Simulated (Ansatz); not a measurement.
Ansatz (a first-principles code) input (B3LYP-D3(BJ)/def2-TZVP):

Ansatz 0.2 input:
```yaml
crystal:
  periodic: [false, false, false]
  atoms:
    - {symbol: N, position_ang: [-0.00213402, 0.04214599, 0.37919140]}
    - {symbol: C, position_ang: [-0.00747060, 1.44661146, -0.18378675]}
    - {symbol: C, position_ang: [1.17873129, -0.64720590, -0.07181221]}
    - {symbol: C, position_ang: [-1.17037410, -0.66082446, -0.08351890]}
    - {symbol: H, position_ang: [0.86175233, 1.94458640, 0.29284521]}
    - {symbol: H, position_ang: [-0.88711575, 1.93444762, 0.28412978]}
    - {symbol: H, position_ang: [1.27604701, -0.62910707, -1.18225025]}
    - {symbol: H, position_ang: [1.17565772, -1.69085337, 0.27324375]}
    - {symbol: H, position_ang: [2.07028400, -0.15669671, 0.33315067]}
    - {symbol: H, position_ang: [-1.25682128, -0.64379097, -1.19487271]}
    - {symbol: H, position_ang: [-2.07154558, -0.18070831, 0.31251001]}
    - {symbol: H, position_ang: [-1.15863979, -1.70438609, 0.26161086]}
basis:
  gaussian:
    orbitals: def2-TZVP
hamiltonian:
  xc: b3lyp
  dispersion: d3bj
total_charge: -1
phonons: {temperatures: {t_min: 298.15, t_max: 298.15, t_step: 100}}
```

Output:

```
Functional definition: B3LYP
integrals: 0.07 GiB planned
1047 factors; their error is unknown
mean field: 0.76 GiB planned
mean field evaluation 1: about -4725.0158 eV, gradient 4.8e1 eV
mean field evaluation 2: about -4701.2730 eV, gradient 8.7e1 eV
mean field evaluation 4: about -4730.9874 eV, gradient 6.3e0 eV
mean field evaluation 8: about -4731.1027 eV, gradient 3.1e-1 eV
mean field evaluation 16: about -4731.0814 eV, gradient 3.7e-4 eV
mean field -4731.08140328 eV, -173.8640347282 hartree, gradient 1.7e-5 eV, S^2 0.000000; 0 other end points of the search recorded, 0 dependent functions left out
the calculation of the forces begins
reference -4731.08166380 eV, -173.8640443023 hartree; 17, 17 occupied and 155, 155 virtual orbitals, 1047 factors
these checks for a lower state are left out or cut short: stability, starts, cluster_reference, orbital_swaps, neighbouring_geometries, increment
integrals: 0.07 GiB planned
1047 factors; their error is unknown
mean field: 0.76 GiB planned
mean field -4731.08126668 eV, -173.8640297086 hartree, gradient 1.8e-6 eV, S^2 0.000000; 0 other end points of the search recorded, 0 dependent functions left out
the calculation of the forces begins
reference -4731.08152715 eV, -173.8640392806 hartree; 17, 17 occupied and 155, 155 virtual orbitals, 1047 factors
these checks for a lower state are left out or cut short: stability, starts, cluster_reference, orbital_swaps, neighbouring_geometries, increment
integrals: 0.07 GiB planned
1047 factors; their error is unknown
mean field: 0.76 GiB planned
mean field evaluation 32: about -4731.0813 eV, gradient 3.2e-4 eV
mean field -4731.08127737 eV, -173.8640301013 hartree, gradient 1.8e-6 eV, S^2 0.000000; 0 other end points of the search recorded, 0 dependent functions left out
the calculation of the forces begins
reference -4731.08153795 eV, -173.8640396774 hartree; 17, 17 occupied and 155, 155 virtual orbitals, 1047 factors
these checks for a lower state are left out or cut short: stability, starts, cluster_reference, orbital_swaps, neighbouring_geometries, increment
integrals: 0.07 GiB planned
1047 factors; their error is unknown
mean field: 0.76 GiB planned
mean field -4731.08128744 eV, -173.8640304713 hartree, gradient 1.8e-6 eV, S^2 0.000000; 0 other end points of the search recorded, 0 dependent functions left out
the calculation of the forces begins
reference -4731.08154805 eV, -173.8640400486 hartree; 17, 17 occupied and 155, 155 virtual orbitals, 1047 factors
these checks for a lower state are left out or cut short: stability, starts, cluster_reference, orbital_swaps, neighbouring_geometries, increment
integrals: 0.07 GiB planned
1047 factors; their error is unknown
mean field: 0.76 GiB planned
mean field -4731.08129360 eV, -173.8640306979 hartree, gradient 1.8e-6 eV, S^2 0.000000; 0 other end points of the search recorded, 0 dependent functions left out
the calculation of the forces begins
reference -4731.08155404 eV, -173.8640402687 hartree; 17, 17 occupied and 155, 155 virtual orbitals, 1047 factors
these checks for a lower state are left out or cut short: stability, starts, cluster_reference, orbital_swaps, neighbouring_geometries, increment
integrals: 0.07 GiB planned
1047 factors; their error is unknown
mean field: 0.76 GiB planned
mean field -4731.08125177 eV, -173.8640291604 hartree, gradient 1.8e-6 eV, S^2 0.000000; 0 other end points of the search recorded, 0 dependent functions left out
the calculation of the forces begins
reference -4731.08151225 eV, -173.8640387329 hartree; 17, 17 occupied and 155, 155 virtual orbitals, 1047 factors
these checks for a lower state are left out or cut short: stability, starts, cluster_reference, orbital_swaps, neighbouring_geometries, increment
integrals: 0.07 GiB planned
[...]
mean field: 0.76 GiB planned
mean field -4731.08130474 eV, -173.8640311073 hartree, gradient 1.8e-6 eV, S^2 0.000000; 0 other end points of the search recorded, 0 dependent functions left out
the calculation of the forces begins
reference -4731.08156525 eV, -173.8640406806 hartree; 17, 17 occupied and 155, 155 virtual orbitals, 1047 factors
these checks for a lower state are left out or cut short: stability, starts, cluster_reference, orbital_swaps, neighbouring_geometries, increment
integrals: 0.07 GiB planned
1047 factors; their error is unknown
mean field: 0.76 GiB planned
mean field -4731.08133468 eV, -173.8640322075 hartree, gradient 1.8e-6 eV, S^2 0.000000; 0 other end points of the search recorded, 0 dependent functions left out
the calculation of the forces begins
reference -4731.08159523 eV, -173.8640417823 hartree; 17, 17 occupied and 155, 155 virtual orbitals, 1047 factors
these checks for a lower state are left out or cut short: stability, starts, cluster_reference, orbital_swaps, neighbouring_geometries, increment
integrals: 0.07 GiB planned
1047 factors; their error is unknown
mean field: 0.76 GiB planned
mean field -4731.08141020 eV, -173.8640349828 hartree, gradient 1.8e-6 eV, S^2 0.000000; 0 other end points of the search recorded, 0 dependent functions left out
the calculation of the forces begins
reference -4731.08167074 eV, -173.8640445572 hartree; 17, 17 occupied and 155, 155 virtual orbitals, 1047 factors
these checks for a lower state are left out or cut short: stability, starts, cluster_reference, orbital_swaps, neighbouring_geometries, increment
integrals: 0.07 GiB planned
1047 factors; their error is unknown
mean field: 0.76 GiB planned
mean field -4731.08136403 eV, -173.8640332859 hartree, gradient 1.8e-6 eV, S^2 0.000000; 0 other end points of the search recorded, 0 dependent functions left out
the calculation of the forces begins
reference -4731.08162454 eV, -173.8640428596 hartree; 17, 17 occupied and 155, 155 virtual orbitals, 1047 factors
these checks for a lower state are left out or cut short: stability, starts, cluster_reference, orbital_swaps, neighbouring_geometries, increment
integrals: 0.07 GiB planned
1047 factors; their error is unknown
mean field: 0.76 GiB planned
mean field evaluation 224: about -4731.0813 eV, gradient 3.2e-4 eV
mean field -4731.08129183 eV, -173.8640306327 hartree, gradient 1.8e-6 eV, S^2 0.000000; 0 other end points of the search recorded, 0 dependent functions left out
the calculation of the forces begins
reference -4731.08155236 eV, -173.8640402071 hartree; 17, 17 occupied and 155, 155 virtual orbitals, 1047 factors
these checks for a lower state are left out or cut short: stability, starts, cluster_reference, orbital_swaps, neighbouring_geometries, increment
integrals: 0.07 GiB planned
1047 factors; their error is unknown
mean field: 0.76 GiB planned
mean field -4731.08133996 eV, -173.8640324013 hartree, gradient 1.8e-6 eV, S^2 0.000000; 0 other end points of the search recorded, 0 dependent functions left out
the calculation of the forces begins
reference -4731.08160047 eV, -173.8640419751 hartree; 17, 17 occupied and 155, 155 virtual orbitals, 1047 factors
these checks for a lower state are left out or cut short: stability, starts, cluster_reference, orbital_swaps, neighbouring_geometries, increment
integrals: 0.07 GiB planned
1047 factors; their error is unknown
mean field: 0.76 GiB planned
mean field -4731.08138557 eV, -173.8640340774 hartree, gradient 1.8e-6 eV, S^2 0.000000; 0 other end points of the search recorded, 0 dependent functions left out
the calculation of the forces begins
reference -4731.08164609 eV, -173.8640436516 hartree; 17, 17 occupied and 155, 155 virtual orbitals, 1047 factors
these checks for a lower state are left out or cut short: stability, starts, cluster_reference, orbital_swaps, neighbouring_geometries, increment
integrals: 0.07 GiB planned
1047 factors; their error is unknown
mean field: 0.76 GiB planned
mean field -4731.08137628 eV, -173.8640337362 hartree, gradient 1.8e-6 eV, S^2 0.000000; 0 other end points of the search recorded, 0 dependent functions left out
the calculation of the forces begins
reference -4731.08163680 eV, -173.8640433102 hartree; 17, 17 occupied and 155, 155 virtual orbitals, 1047 factors
these checks for a lower state are left out or cut short: stability, starts, cluster_reference, orbital_swaps, neighbouring_geometries, increment
integrals: 0.07 GiB planned
1047 factors; their error is unknown
mean field: 0.76 GiB planned
mean field -4731.08136537 eV, -173.8640333351 hartree, gradient 1.8e-6 eV, S^2 0.000000; 0 other end points of the search recorded, 0 dependent functions left out
the calculation of the forces begins
reference -4731.08162591 eV, -173.8640429097 hartree; 17, 17 occupied and 155, 155 virtual orbitals, 1047 factors
these checks for a lower state are left out or cut short: stability, starts, cluster_reference, orbital_swaps, neighbouring_geometries, increment
integrals: 0.07 GiB planned
1047 factors; their error is unknown
mean field: 0.76 GiB planned
mean field evaluation 256: about -4731.1016 eV, gradient 5.4e-1 eV
mean field -4731.08130144 eV, -173.8640309859 hartree, gradient 1.8e-6 eV, S^2 0.000000; 0 other end points of the search recorded, 0 dependent functions left out
the calculation of the forces begins
reference -4731.08156195 eV, -173.8640405594 hartree; 17, 17 occupied and 155, 155 virtual orbitals, 1047 factors
these checks for a lower state are left out or cut short: stability, starts, cluster_reference, orbital_swaps, neighbouring_geometries, increment
integrals: 0.07 GiB planned
1047 factors; their error is unknown
mean field: 0.76 GiB planned
mean field -4731.08136492 eV, -173.8640333185 hartree, gradient 1.8e-6 eV, S^2 0.000000; 0 other end points of the search recorded, 0 dependent functions left out
the calculation of the forces begins
reference -4731.08162544 eV, -173.8640428927 hartree; 17, 17 occupied and 155, 155 virtual orbitals, 1047 factors
these checks for a lower state are left out or cut short: stability, starts, cluster_reference, orbital_swaps, neighbouring_geometries, increment
integrals: 0.07 GiB planned
1047 factors; their error is unknown
mean field: 0.76 GiB planned
mean field -4731.08137691 eV, -173.8640337594 hartree, gradient 1.8e-6 eV, S^2 0.000000; 0 other end points of the search recorded, 0 dependent functions left out
the calculation of the forces begins
reference -4731.08163744 eV, -173.8640433334 hartree; 17, 17 occupied and 155, 155 virtual orbitals, 1047 factors
these checks for a lower state are left out or cut short: stability, starts, cluster_reference, orbital_swaps, neighbouring_geometries, increment
integrals: 0.07 GiB planned
1047 factors; their error is unknown
mean field: 0.76 GiB planned
mean field -4731.08138235 eV, -173.8640339592 hartree, gradient 1.8e-6 eV, S^2 0.000000; 0 other end points of the search recorded, 0 dependent functions left out
the calculation of the forces begins
reference -4731.08164287 eV, -173.8640435331 hartree; 17, 17 occupied and 155, 155 virtual orbitals, 1047 factors
these checks for a lower state are left out or cut short: stability, starts, cluster_reference, orbital_swaps, neighbouring_geometries, increment
integrals: 0.07 GiB planned
1047 factors; their error is unknown
mean field: 0.76 GiB planned
mean field evaluation 288: about -4731.0814 eV, gradient 7.8e-3 eV
mean field -4731.08137143 eV, -173.8640335578 hartree, gradient 1.8e-6 eV, S^2 0.000000; 0 other end points of the search recorded, 0 dependent functions left out
the calculation of the forces begins
reference -4731.08163195 eV, -173.8640431320 hartree; 17, 17 occupied and 155, 155 virtual orbitals, 1047 factors
Total energy: -4731.43438087 eV, -173.8770064155 hartree
Atom 0 at    -0.002134     0.042146     0.379191 Å, force    -0.000003     0.000632    -0.000186 eV/Å
Atom 1 at    -0.007471     1.446611    -0.183787 Å, force    -0.000002     0.000062     0.000267 eV/Å
Atom 2 at     1.178731    -0.647206    -0.071812 Å, force     0.000682    -0.000320    -0.000559 eV/Å
Atom 3 at    -1.170374    -0.660824    -0.083519 Å, force    -0.000673    -0.000327    -0.000566 eV/Å
Atom 4 at     0.861752     1.944586     0.292845 Å, force    -0.000186    -0.000094    -0.000103 eV/Å
Atom 5 at    -0.887116     1.934448     0.284130 Å, force     0.000188    -0.000092    -0.000101 eV/Å
Atom 6 at     1.276047    -0.629107    -1.182250 Å, force    -0.000020    -0.000110     0.000467 eV/Å
Atom 7 at     1.175658    -1.690853     0.273244 Å, force     0.000115    -0.000245    -0.000182 eV/Å
Atom 8 at     2.070284    -0.156697     0.333151 Å, force     0.000316     0.000427     0.000341 eV/Å
Atom 9 at    -1.256821    -0.643791    -1.194873 Å, force     0.000016    -0.000110     0.000467 eV/Å
Atom 10 at    -2.071546    -0.180708     0.312510 Å, force    -0.000324     0.000423     0.000338 eV/Å
Atom 11 at    -1.158640    -1.704386     0.261611 Å, force    -0.000110    -0.000246    -0.000184 eV/Å
Dipole moment:     0.003342    -0.898165     0.374310 e Å
Vibrations: 188.06 291.36 314.41 403.56 425.81 435.64 767.29 939.37 1042.08 1056.53 1085.83 1113.90 1168.93 1248.30 1316.62 1397.73 1425.12 1437.14 1451.66 1464.54 1481.59 1495.82 2765.69 2796.97 2827.82 2869.09 2961.42 2971.66 3018.92 3021.62 cm⁻¹, zero-point energy 2.801079 eV
```

It need not be the lowest isomer of its formula. Whether it binds its extra electron was not tested at this geometry.
